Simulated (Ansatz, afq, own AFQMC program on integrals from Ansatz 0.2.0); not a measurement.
# HSBr, triplet: AFQMC among the cluster methods

```yaml
atoms:
  - { symbol: Br, position_ang: [0.0000, 0.0000, -1.5603] }
  - { symbol: H, position_ang: [0.0000, 0.0000, -0.0373] }
  - { symbol: S, position_ang: [0.0000, 0.0000, 1.5977] }
```

Connectivity, by distances: Br ··· S, 1 bridging H.

Basis cc-pVTZ. Noble-gas cores (and the filled d shells of Ga–Kr and In–Xe) are frozen. AFQMC by an in-house program on the Cholesky factors that Ansatz 0.2.0 writes for its CCSD(T) run. ph-AFQMC/CISD is guided by a CISD state made of CCSD amplitudes; releasing the constraint for a short imaginary time cuts its bias at the price of noise, slowly where states lie close. Error bars are statistical, one sigma. No spin–orbit coupling.

Determinant: UHF, the one that the program's search chose, which needn't be the lowest solution. The geometry is a point of a scan.

No full CI on the walks' own integrals is used here; CCSDT(Q) serves as the reference and is uncertain by about the last step of the cluster series.

Cautions: no relativity below Rb; no spin-orbit coupling; inner d shell frozen; lower spins were not checked; the released energies are still falling, so no released level is given (meV from the phaseless value at times in 1/Eh: -18 ± 6 at 0.24, -23 ± 4 at 0.51, -34 ± 6 at 0.99, -39 ± 6 at 1.62, -45 ± 16 at 2.40), though the last usable value meets CCSDT(Q) within the noise.

```
T1 diagnostic                               : 0.0140
weight of the determinant in the CISD state : 0.854
⟨S²⟩ of the determinant                     : 2.042
size of the correlated space                : 14 electrons in 72 orbitals
```

```tsv
level	correlation energy (eV)
MP2	-8.3268
CCSD	-9.4172
CCSD(T)	-9.7889
```

Estimate where phaseless AFQMC with a CISD trial lies against CCSD(T) on the same integrals.

21.2 ± 5.0 meV below CCSD(T).

Reference: CCSDT(Q), correlation energy -9.843 eV.

```tsv
level	E − E(reference) (meV)	share of correlation (%)
CCSD(T)	54.2	99.45
CCSDT	16.2	99.83
ph-AFQMC/CISD	33.0 ± 5.0	99.66
```

A walk keeps the symmetry of its determinant, which the program's search chose and which needn't be the lowest solution, so a lower state of the same spin and another symmetry isn't excluded.
